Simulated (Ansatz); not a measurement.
# H2O: the cost of one run

Program: Ansatz 0.2.0, driven from Python. Level of theory: PBE+D3(BJ)/def2-SVPD. These are calculated values, not measurements.

### 1 Starting point

Bond lengths: O1–H2 0.959 Å, O1–H3 0.959 Å. Angles: H2–O1–H3 107.3°.

No structure file is read: the coordinates are typed or built in the script.

### 2 The script

File run_dimer.py:

```python
'''Binding of a H2O dimer at a trial geometry.'''

from dataclasses import dataclass

import ansatz as az


@dataclass(frozen=True)
class Settings:
    basis: str = 'def2-SVPD'
    functional: str = 'pbe'
    vdw: str = 'd3bj'


opts = Settings()

FIRST = [
    ('O', (-0.2948, 0.195, -0.1369)),
    ('H', (0.4671, 0.5603, 0.317)),
    ('H', (-0.1723, -0.7553, -0.1801)),
]
SECOND = [
    ('O', (-2.2018, 1.7056, -0.1757)),
    ('H', (-2.5845, 1.9372, 0.6728)),
    ('H', (-1.3049, 2.0455, -0.1861)),
]

def energy(atoms, ghosts=()):
    molecule = az.Crystal.molecule()
    for symbol, xyz in atoms:
        molecule = molecule.atom(symbol, xyz)
    calc = (
        molecule.calculation()
        .basis(gaussian=opts.basis)
        .functional(opts.functional, dispersion=opts.vdw)
    )
    deck = calc.input()
    if ghosts:
        deck = deck.set(az.key.basis.gaussian.ghost_atoms, [{'symbol': s, 'position_ang': list(xyz)} for s, xyz in ghosts])
    return az.Session.from_dict(deck).plan().execute().report['free_energy_ev']

# ghost atoms carry the functions of the partner
both = energy(FIRST + SECOND)
alone = energy(FIRST) + energy(SECOND)
ghosted = energy(FIRST, SECOND) + energy(SECOND, FIRST)
print(f'dimer {both:.6f} eV')
print(f'interaction, uncorrected   {96.485332 * (both - alone):8.3f} kJ/mol')
print(f'interaction, counterpoise  {96.485332 * (both - ghosted):8.3f} kJ/mol')
print(f'basis-set superposition    {96.485332 * (alone - ghosted):8.3f} kJ/mol')
```

### 3 The input behind the calls

The engine receives this input (first run):

```yaml
crystal:
  periodic: [false, false, false]
  atoms:
    - { symbol: O, position_ang: [-0.2948, 0.195, -0.1369] }
    - { symbol: H, position_ang: [0.4671, 0.5603, 0.317] }
    - { symbol: H, position_ang: [-0.1723, -0.7553, -0.1801] }
    - { symbol: O, position_ang: [-2.2018, 1.7056, -0.1757] }
    - { symbol: H, position_ang: [-2.5845, 1.9372, 0.6728] }
    - { symbol: H, position_ang: [-1.3049, 2.0455, -0.1861] }
basis:
  gaussian:
    orbitals: def2-SVPD
hamiltonian:
  xc: pbe
  dispersion: d3bj
```

### 4 Launch

On the command line:

```sh
$ python run_dimer.py
```

Q: Estimate wall time and peak memory on 1 thread of Arm Neoverse V1, shared host.

About 3.7 s, with a peak of 0.13 GiB.
